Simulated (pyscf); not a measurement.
Optimised with ωB97X-D3(BJ)/def2-SVP in PySCF.

Question: Estimate the classical barrier height and the reaction energy of HO–SiH₂–GaH₂ -> cyclic H₃GaOSi (SMILES [O]1[SiH2][GaH]1) + H₂ at M06-2X/def2-TZVP. The step runs on the singlet surface, breaks Ga–H, H–O and forms Ga–O, H–H; take the reactant's lowest minimum found as zero.

Answer: ΔE‡ = 41.2 kcal/mol, ΔE = +24.1 kcal/mol. ωB97M-D3(BJ)/def2-TZVP gives 44.4 kcal/mol and +28.9 kcal/mol. Zero-point energy shifts the barrier by -1.7 kcal/mol. It is a concerted two-bond exchange, with an imaginary mode of 1006i cm⁻¹. At the saddle there is also a short Ga–H contact that neither side keeps. This saddle turned up in a search for another step; its sides and bond changes are read from the two ends of the descent. HO–SiH₂–GaH₂ lies 19.6 kcal/mol over its isomer H₃Si–O–GaH₂ (electronic energy, ωB97M-D3(BJ)/def2-TZVP). cyclic H₃GaOSi (SMILES [O]1[SiH2][GaH]1) lies 49.1 kcal/mol over its isomer H₃Si–O–Ga [singlet] (electronic energy, ωB97M-D3(BJ)/def2-TZVP). This is the saddle that the search found; another between the same sides may lie lower. Elements up to Kr have no core potential and no relativistic terms here.
